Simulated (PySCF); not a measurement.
Computed with PBE-D3(BJ)/def2-TZVP // B3LYP-D3(BJ)/def2-TZVP (PySCF). Isolated molecules, 0 K electronic values unless said otherwise. Delta-SCF ions had no search for a lower state. 

Reference species (SMILES): `S` (neutral, multiplicity 1).

The LUMO is -0.43 eV and the HOMO comes out as -6.19 eV. The vertical ionisation energy (Delta-SCF) comes out as 10.35 eV.

After one change: the LUMO falls by 0.34 eV; the HOMO falls by 0.08 eV; the vertical ionisation energy (Delta-SCF) falls by 0.66 eV.

Which change was made? The new species is one of these.
A) `CC(C)(C)S` (C–C–S–H torsion 180°)
B) `[SiH3]S`
C) `FC(F)(F)S`
D) `OCS` (H–O–C–S torsion 52°, O–C–S–H torsion 65°)

B, `[SiH3]S`
